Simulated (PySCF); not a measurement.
# SiH3 (silyl radical) at UCCSD(T)/SBKJC (core potential)

Aim: the vertical doublet–quartet gap of SiH3 (silyl radical) at UCCSD(T)/SBKJC (core potential), from 2 runs. 

Program for the calculation: PySCF 2.14.0.

11 further runs of the same task are left out: 1 that didn't finish, 10 set aside as unsound or not needed.

## (1) The molecule

SiH3: 4 atoms, total charge 0, spin state doublet. SMILES: `[SiH3]`. The coordinates come from a GFN2-xTB relaxation.

Bond lengths: Si1–H2 1.449 Å, Si1–H3 1.449 Å, Si1–H4 1.448 Å. Angles: H2–Si1–H3 115.4°, H2–Si1–H4 115.4°, H3–Si1–H4 115.3°.

## (2) The energy at UCCSD(T)/SBKJC (core potential)

File run.py:

```python
# [SiH3]
from pyscf import gto, cc

system = gto.M(
    atom='''
Si     0.390342    -0.035716    -0.217489
H      1.109477     1.250583     2.089357
H     -0.368421    -2.648621     0.081995
H     -1.131398     1.433754    -1.953863
''',
    unit='bohr',
    spin=1,
    basis='sbkjc',
    verbose=4,
    max_memory=1860,
    ecp={'Si': 'sbkjc'},
)

mf = system.UHF()
mf.conv_tol = 1e-10
mf.kernel()
if not mf.converged:
    mf = mf.newton().run(mf.mo_coeff, mf.mo_occ)

mycc = cc.CCSD(mf)
mycc.kernel()
e_t = mycc.ccsd_t()
e_tot = mycc.e_tot + e_t
print('E = %.10f Eh' % e_tot)
```

Command:

```sh
$ OMP_NUM_THREADS=1 python run.py
```

Output:

```text
PySCF version 2.14.0

[INPUT] num. atoms = 4
[INPUT] num. electrons = 7
[INPUT] charge = 0
[INPUT] spin (= nelec alpha-beta = 2S) = 1
[INPUT] symmetry False subgroup None
[INPUT] Mole.unit = bohr
[INPUT] Symbol           X                Y                Z      unit          X                Y                Z       unit  Magmom
[INPUT]  1 Si     0.206560090865  -0.018900093265  -0.115090222426 AA    0.390342000000  -0.035716000000  -0.217489000000 Bohr   0.0
[INPUT]  2 H      0.587109944440   0.661780023964   1.105640109876 AA    1.109477000000   1.250583000000   2.089357000000 Bohr   0.0
[INPUT]  3 H     -0.194959997224  -1.401589873564   0.043389885409 AA   -0.368421000000  -2.648621000000   0.081995000000 Bohr   0.0
[INPUT]  4 H     -0.598710038080   0.758709942865  -1.033939772860 AA   -1.131398000000   1.433754000000  -1.953863000000 Bohr   0.0

nuclear repulsion = 5.03256390681431
number of shells = 10
number of NR pGTOs = 25
number of NR cGTOs = 14
basis = sbkjc
ecp = {'Si': 'sbkjc'}

******** <class 'pyscf.scf.uhf.UHF'> ********
method = UHF
initial guess = minao
damping factor = 0
level_shift factor = 0
DIIS = <class 'pyscf.scf.diis.CDIIS'>
diis_start_cycle = 1
diis_space = 8
diis_damp = 0
SCF conv_tol = 1e-10
SCF conv_tol_grad = None
SCF max_cycles = 50
direct_scf = True
direct_scf_tol = 1e-13
number electrons alpha = 4  beta = 3
Set gradient conv threshold to 1e-05
init E= -4.67661752417626
[... the frontier-level lines of each cycle are left out ...]

cycle= 1 E= -5.37081906222022  delta_E= -0.694  |g|= 0.0975  |ddm|= 1.35
cycle= 2 E= -5.38580578781693  delta_E= -0.015  |g|= 0.0282  |ddm|= 0.239
cycle= 3 E= -5.3872732881961  delta_E= -0.00147  |g|= 0.0112  |ddm|= 0.0751
cycle= 4 E= -5.38757056058885  delta_E= -0.000297  |g|= 0.00499  |ddm|= 0.0364
cycle= 5 E= -5.38764051744072  delta_E= -7e-05  |g|= 0.00142  |ddm|= 0.0211
cycle= 6 E= -5.3876465164535  delta_E= -6e-06  |g|= 0.000287  |ddm|= 0.0069
cycle= 7 E= -5.38764675644291  delta_E= -2.4e-07  |g|= 4.02e-05  |ddm|= 0.00186
cycle= 8 E= -5.38764676078688  delta_E= -4.34e-09  |g|= 6.24e-06  |ddm|= 0.000269
cycle= 9 E= -5.38764676089137  delta_E= -1.04e-10  |g|= 1.12e-06  |ddm|= 3.5e-05
cycle= 10 E= -5.38764676089384  delta_E= -2.46e-12  |g|= 2.01e-07  |ddm|= 3.69e-06
Extra cycle  E= -5.38764676089389  delta_E= -4.97e-14  |g|= 8.86e-08  |ddm|= 4.01e-07
converged SCF energy = -5.38764676089389  <S^2> = 0.7577563  2S+1 = 2.0077413

******** <class 'pyscf.cc.uccsd.UCCSD'> ********
CC2 = 0
CCSD nocc = (np.int64(4), np.int64(3)), nmo = (14, 14)
max_cycle = 50
direct = 0
conv_tol = 1e-07
conv_tol_normt = 1e-06
diis_space = 6
diis_start_cycle = 0
diis_start_energy_diff = 1e+09
Init t2, MP2 energy = -0.0432657804831514
Init E_corr(UCCSD) = -0.0432657804831603
cycle = 1  E_corr(UCCSD) = -0.0548802741609682  dE = -0.0116144937  norm(t1,t2) = 0.0460757
cycle = 2  E_corr(UCCSD) = -0.0586309391318998  dE = -0.00375066497  norm(t1,t2) = 0.019249
cycle = 3  E_corr(UCCSD) = -0.0610993880057824  dE = -0.00246844887  norm(t1,t2) = 0.00943135
cycle = 4  E_corr(UCCSD) = -0.06106150443359  dE = 3.78835722e-05  norm(t1,t2) = 0.00256845
cycle = 5  E_corr(UCCSD) = -0.0610950055612594  dE = -3.35011277e-05  norm(t1,t2) = 0.00068264
cycle = 6  E_corr(UCCSD) = -0.0610944266324441  dE = 5.78928815e-07  norm(t1,t2) = 0.000130484
cycle = 7  E_corr(UCCSD) = -0.061095280866947  dE = -8.54234503e-07  norm(t1,t2) = 3.99783e-05
cycle = 8  E_corr(UCCSD) = -0.0610955754005977  dE = -2.94533651e-07  norm(t1,t2) = 1.20987e-05
cycle = 9  E_corr(UCCSD) = -0.0610956139450423  dE = -3.85444446e-08  norm(t1,t2) = 4.13555e-06
cycle = 10  E_corr(UCCSD) = -0.0610955227464507  dE = 9.11985917e-08  norm(t1,t2) = 1.0143e-06
cycle = 11  E_corr(UCCSD) = -0.0610955125748373  dE = 1.01716134e-08  norm(t1,t2) = 2.89918e-07
UCCSD converged
E(UCCSD) = -5.448742273468723  E_corr = -0.06109551257483728
UCCSD(T) correction = -0.000591362484995605
E = -5.4493336360 Eh
```

Wall time 0.99 s (1 thread of Intel Xeon Platinum 8259CL at 2.50GHz (Skylake/Cascade Lake), shared host); peak memory 0.12 GiB.

## (3) The quartet at the same level

File calc.py:

```python
from pyscf import gto, cc

mol = gto.M(
    atom='Si 0.206560 -0.018900 -0.115090; H 0.587110 0.661780 1.105640; H -0.194960 -1.401590 0.043390; H -0.598710 0.758710 -1.033940',
    basis='sbkjc',
    verbose=3,
    spin=3,
    charge=0,
    ecp={'Si': 'sbkjc'},
    max_memory=1860,
)

mf = mol.UHF()
mf.conv_tol = 1e-10
mf.kernel()
if not mf.converged:
    mf = mf.newton().run(mf.mo_coeff, mf.mo_occ)

mycc = cc.CCSD(mf)
mycc.kernel()
e_t = mycc.ccsd_t()
energy = mycc.e_tot + e_t
print('E = %.10f Eh' % energy)
```

Command:

```sh
$ OMP_NUM_THREADS=1 python calc.py
```

Output:

```text
WARN: HOMO 0.184205416822131 >= LUMO -0.356631292221097

WARN: HOMO -0.0860465688777683 >= LUMO -0.269135199549612

WARN: HOMO -0.0837868209423274 >= LUMO -0.185288437751494

WARN: HOMO -0.0926728895585205 >= LUMO -0.16414437908103

WARN: HOMO -0.0995396526056198 >= LUMO -0.150298941255086

WARN: HOMO -0.102821059987155 >= LUMO -0.142660475045445

WARN: HOMO -0.106171375976607 >= LUMO -0.127700113861634

WARN: HOMO -0.117399987970403 >= LUMO -0.11655680417954

WARN: HOMO -0.114835256089981 >= LUMO -0.120046217361427

WARN: HOMO -0.11597484018846 >= LUMO -0.118302816642153

WARN: HOMO -0.116902244705405 >= LUMO -0.117414866178956

WARN: HOMO -0.117709541414463 >= LUMO -0.116742895510324

WARN: HOMO -0.117510477119451 >= LUMO -0.116865959512531

WARN: HOMO -0.117500407800852 >= LUMO -0.116875799733199

WARN: HOMO -0.117501845662023 >= LUMO -0.116885003997704

WARN: HOMO -0.117499025864755 >= LUMO -0.116884436604441

WARN: HOMO -0.117499226048619 >= LUMO -0.116885339654862

WARN: HOMO -0.1174995926058 >= LUMO -0.116883427278729

WARN: HOMO -0.117499566842205 >= LUMO -0.116883098622446

converged SCF energy = -5.03888114149962  <S^2> = 3.7559008  2S+1 = 4.0029493
E(UCCSD) = -5.09043457035353  E_corr = -0.0515534288539129
UCCSD(T) correction = -0.000764832355907566
E = -5.0911994027 Eh
```

It took 1.1 s on 1 thread of Intel Xeon Platinum 8259CL at 2.50GHz (Skylake/Cascade Lake), shared host; peak memory 0.12 GiB.

## (4) Results

At UCCSD(T)/SBKJC (core potential):

```
                                                           quantity        value
                                              doublet: total energy  -5.44933 Eh
                      doublet: dipole moment (Hartree–Fock density)       0.30 D
doublet: HOMO energy (Hartree–Fock orbitals) (highest over α and β)     -8.47 eV
 doublet: LUMO energy (Hartree–Fock orbitals) (lowest over α and β)      1.24 eV
                                        doublet: correlation energy    -61.7 mEh
                                            doublet: (T) correction    -0.59 mEh
                         doublet: ⟨S²⟩ of the reference determinant        0.758
                                             doublet: T1 diagnostic        0.008
                                              quartet: total energy  -5.09120 Eh
                      quartet: dipole moment (Hartree–Fock density)       0.57 D
quartet: HOMO energy (Hartree–Fock orbitals) (highest over α and β)     -3.20 eV
 quartet: LUMO energy (Hartree–Fock orbitals) (lowest over α and β)     -3.18 eV
                                        quartet: correlation energy    -52.3 mEh
                                            quartet: (T) correction    -0.76 mEh
                         quartet: ⟨S²⟩ of the reference determinant        3.756
                                             quartet: T1 diagnostic        0.023
                   vertical energy of the quartet above the doublet     9.745 eV
```

At this shape the quartet lies 9.75 eV (225 kcal/mol) above the doublet. Mulliken charges (doublet) of the mean-field density run from -0.12 on H2 to +0.34 on Si1; they depend strongly on the basis. The triples (doublet) make up 1.0 % of the correlation energy. Mulliken charges (quartet) of the mean-field density run from -0.16 on Si1 to +0.16 on H4; they depend strongly on the basis. The triples (quartet) make up 1.5 % of the correlation energy.
